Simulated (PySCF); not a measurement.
## Working out the electron affinity of Al

Al⁻ [Ne] 3s2 3p2 (3P) → Al [Ne] 3s2 3p1 (2P). All numbers are calculated (PySCF 2.14, scalar relativity by spin-free X2C-1e, in aug-cc-pVQZ-DK). Frozen: [Ne]. Energies in hartree (1 hartree = 27.21139 eV):

| part | Al⁻ (lower) | Al (upper) |
| --- | --- | --- |
| UHF | -242.316261 | -242.315910 |
| CCSD correlation | -0.065444 | -0.051981 |
| (T) | -0.003289 | -0.001277 |

Question: What does Hartree-Fock give?

Answer: (-242.315910) − (-242.316261) = 0.000351 hartree = 0.010 eV.

Question: What do CCSD and CCSD(T) give?

Answer: The CCSD correlation energies differ by 0.013463 hartree = 0.366 eV and the triples by 0.002012 hartree = 0.055 eV, so CCSD gives 0.376 eV and CCSD(T) 0.431 eV.

A first-order spin-orbit estimate adds -0.003 eV to CCSD(T) (valence), giving 0.428 eV against 0.433 eV (measured; photodetachment measurements, as compiled on the Wikipedia data page of electron affinities).

What remains against the reference includes basis incompleteness, the frozen core and higher excitations.
